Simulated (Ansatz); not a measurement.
Input file:

```yaml
crystal:
  periodic: [false, false, false]
  atoms:
    - {symbol: Hf, position_ang: [0.000000, 0.000000, 0.000000]}
    - {symbol: H, position_ang: [0.000000, 0.000000, 1.831618]}
basis:
  gaussian: {orbitals: def2-TZVP}
total_charge: 1
magnetization: {spin_polarized: true, initial_magnetization: 2}
correlation: {method: ccsdt_q, electrons: outside_noble_gas}
```

```sh
$ ansatz run in.yaml --threads 1 --pin off --events-out ev --progress --plain --max-ram 2393MiB
```

The program prints:

```
725 factors; integrals over basis functions are off by at most 1.2e-6 eV
mean field evaluation 1: about -1296.7811 eV, gradient 1.2e1 eV
mean field evaluation 2: about -1296.7811 eV, gradient 1.2e1 eV
mean field evaluation 4: about -1298.1016 eV, gradient 1.6e0 eV
mean field evaluation 8: about -1298.2498 eV, gradient 2.6e-1 eV
mean field evaluation 16: about -1298.3049 eV, gradient 5.7e-1 eV
mean field evaluation 32: about -1298.2156 eV, gradient 6.0e-1 eV
mean field evaluation 64: about -1298.8242 eV, gradient 4.8e-1 eV
mean field evaluation 96: about -1298.8261 eV, gradient 5.5e-2 eV
mean field evaluation 128: about -1297.3408 eV, gradient 4.1e-3 eV
mean field evaluation 160: about -1296.7783 eV, gradient 6.2e-3 eV
...
mean field -1298.82629744 eV, -47.7309860548 hartree, gradient 9.2e-7 eV, S^2 2.007408; 17 other end points of the search recorded, 0 dependent functions left out
determinant -1298.82629744 eV, -47.7309860548 hartree, with singles and doubles -1300.11992726 eV, -47.7785260739 hartree
determinant -1298.27301910 eV, -47.7106534509 hartree, with singles and doubles -1299.64541134 eV, -47.7610879354 hartree
determinant -1297.69392255 eV, -47.6893720451 hartree, with singles and doubles -1299.06786754 eV, -47.7398635924 hartree
determinant -1297.66133641 eV, -47.6881745265 hartree, with singles and doubles -1298.99751739 eV, -47.7372782719 hartree
determinant -1297.41059488 eV, -47.6789599453 hartree, with singles and doubles -1298.87595541 eV, -47.7328109516 hartree
determinant -1297.34077224 eV, -47.6763940105 hartree, with singles and doubles -1298.81168801 eV, -47.7304491681 hartree
determinant -1296.77832199 eV, -47.6557243454 hartree, with singles and doubles -1298.00574370 eV, -47.7008312611 hartree
determinant -1296.48051336 eV, -47.6447800798 hartree, with singles and doubles -1297.65730272 eV, -47.6880262912 hartree
determinant -1295.74671414 eV, -47.6178134560 hartree, with singles and doubles -1297.07323081 eV, -47.6665620444 hartree
determinant -1298.82629744 eV, -47.7309860548 hartree, with singles and doubles -1300.11508915 eV, -47.7783482765 hartree
determinant -1298.27301910 eV, -47.7106534509 hartree, with singles and doubles -1299.65249347 eV, -47.7613481990 hartree
4 core orbitals not correlated: weight in the atoms' cores, before any rotation towards them, 0.999 or more for the frozen orbitals, at most 0.000 for the correlated occupied ones
reference -1298.82629744 eV, -47.7309860548 hartree; 3, 1 occupied and 39, 41 virtual orbitals, 725 factors
second order -0.98070446 eV of doubles, -0.00000000 eV of singles
...
cycle   8  -1.32019914 eV  change   -2.7e-4 eV  update   2.9e-4
cycle   9  -1.32008694 eV  change    1.1e-4 eV  update   1.4e-4
cycle  10  -1.32012351 eV  change   -3.7e-5 eV  update   6.8e-5
cycle  11  -1.32014832 eV  change   -2.5e-5 eV  update   3.5e-5
cycle  12  -1.32014725 eV  change    1.1e-6 eV  update   1.4e-5
cycle  13  -1.32013630 eV  change    1.1e-5 eV  update   6.7e-6
cycle  14  -1.32013640 eV  change   -1.0e-7 eV  update   2.7e-6
cycle  15  -1.32013728 eV  change   -8.8e-7 eV  update   1.4e-6
cycle  16  -1.32013792 eV  change   -6.3e-7 eV  update   6.8e-7
cycle  17  -1.32013781 eV  change    1.1e-7 eV  update   3.4e-7
perturbative correction -0.00023112 eV, -0.0000084933 hartree
Total energy: -1300.14666636 eV, -47.7795087177 hartree
```

Ran on 1 thread of Arm Neoverse V1, shared host: 11 s wall, 0.18 GiB peak host memory.
